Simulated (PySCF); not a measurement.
Identify the compound

The spectra below were simulated for a compound C$_{5}$H$_{11}$P.

$^{1}$H NMR (500 MHz, computed): δ 6.32 (m, 1H), 5.88 (m, 1H), 5.71 (m, 1H), 1.45 (m, 6H), 0.06 (m, 2H).

$^{13}$C{$^{1}$H} NMR (computed): δ 152.0 (CH), 128.0 (CH2), 16.3 (CH3, 2C), 7.7 (CH2).

[PySCF: coordinates at the GFN2-xTB level; GIAO PBE0/pcSseg-1 shieldings; one computed conformer; non-relativistic; equivalent nuclei averaged; no solvent model]

Referencing at the same level of theory: $^{1}$H (31.72 ppm) and $^{13}$C (186.93 ppm) against TMS.

Q: What is the structure?

A: 
4 carbon signals for 5 carbons: some carbons are equivalent by symmetry or fast rotation. Carbon types of the structure: 1 × CH, 2 × CH2, 2 × CH3, which accounts for all hydrogens. δC 152.0: alkene CH; the olefinic region. δC 128.0: terminal =CH2 carbon; an sp2 carbon of a C=C bond. δC 16.3: methyl carbon bonded to P. δC 7.7: carbon double-bonded to a heavier main-group atom. δH 6.32: hydrogen on an alkene CH; olefinic region. δH 5.88, 5.71: hydrogen on a terminal =CH2 carbon; attached to an sp2 carbon and in the plane of the double bond. δH 0.06: hydrogen on a carbon double-bonded to a heavier main-group atom.

These data were computed for SMILES C=CP(=C)(C)C.

The data come from this structure; uniqueness wasn't tested.

Splittings by $^{31}$P in the carbon and heteronuclear signals aren't shown, as no couplings were computed. Shifts are as computed. Against solution values, carbons near 30 ppm lie about +3 ppm off and those near 130 ppm about +5 ppm. Of 1211 compounds with measured shifts, 218 miss one by over three times the rms of a fit or turn the order of signals round; such compounds aren't used in these exercises. Multiplicities follow the n + 1 count of equivalent neighbours, as no J values were calculated; m marks all less simple cases, F and P coupling included.
